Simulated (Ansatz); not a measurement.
**Interaction energy ladder**

The pair of CH4 (SMILES C, atoms 1–5) and C2H6 (SMILES CC, atoms 6–13), both closed shells, in one local arrangement (a lower one may exist), relaxed at PBE0-D4/def2-TZVP:

C1  (0.125, 0.067, -2.374)
H2  (0.140, 0.326, -3.432)
H3  (1.111, -0.287, -2.073)
H4  (-0.611, -0.718, -2.203)
H5  (-0.139, 0.946, -1.787)
C6  (-0.234, 0.701, 1.471)
C7  (0.077, -0.785, 1.497)
H8  (0.570, 1.268, 0.995)
H9  (-1.153, 0.906, 0.917)
H10  (-0.364, 1.099, 2.480)
H11  (-0.726, -1.352, 1.972)
H12  (0.996, -0.990, 2.051)
H13  (0.207, -1.181, 0.487)
(Å)

Ansatz 0.2.0; basis: def2-TZVPPD, with def2-QZVPPD for the basis limit; cores frozen in the correlated methods. B3LYP uses VWN-RPA correlation. Extrapolation: Hartree–Fock as exp(−7.88 √X), correlation as X^−2.97. Interaction energies count from these two fragments, frozen as in the pair, with the counterpoise correction; negative means bound.

Question: What is the interaction energy by CCSD(T) at an estimated basis limit (MP2 extrapolated from triple and quadruple zeta, plus CCSD(T) − MP2 in triple zeta)? (Judge from chemistry; the value comes from the calculation.)

Answer: By the calculation: -3.2 kJ/mol. Hartree–Fock alone gives 2.0 kJ/mol at the basis limit, so without correlation the pair would not bind at this distance. It counts from the two fragments frozen as in the pair.

The same quantity by other methods in triple zeta, and each one's difference from that estimate:
| method | E_int (kJ/mol) | difference |
| --- | --- | --- |
| PBE-D4 | -4.0 | -0.8 |
| revPBE-D4 | -3.4 | -0.1 |
| BLYP-D4 | -2.4 | 0.8 |
| r2SCAN-D4 | -2.8 | 0.5 |
| B97M-V | -2.8 | 0.4 |
| PBE0-D4 | -3.5 | -0.3 |
| B3LYP-D4 | -2.9 | 0.4 |
| HSE06-D4 | -3.5 | -0.3 |
| wB97X-V | -3.2 | 0.0 |
| wB97M-V | -2.8 | 0.4 |
| B2PLYP | -0.2 | 3.0 |
| HF | 2.0 | 5.2 |
| MP2 | -2.8 | 0.5 |
| CCSD | -2.2 | 1.0 |
| CCSD(T) | -2.9 | 0.4 |
Differences are method less estimate.

Basis-set superposition shift (counterpoise-corrected less uncorrected): CCSD(T) 0.9; MP2 0.9; HF 0.1; PBE0-D4 0.1; wB97M-V 0.2 kJ/mol.

No T1 diagnostic of these runs exceeds 0.008.

For scale, one of the runs: CCSD(T)/def2-TZVPPD, 281 basis functions, launched by `ansatz run in.yaml --threads 4 --pin off --events-out ev --progress --plain --max-ram 9574MiB`. Time: 92 s of wall clock on 4 CPU threads of an AMD EPYC 7B13; the host was shared. Peak host memory: 8.3 GiB.
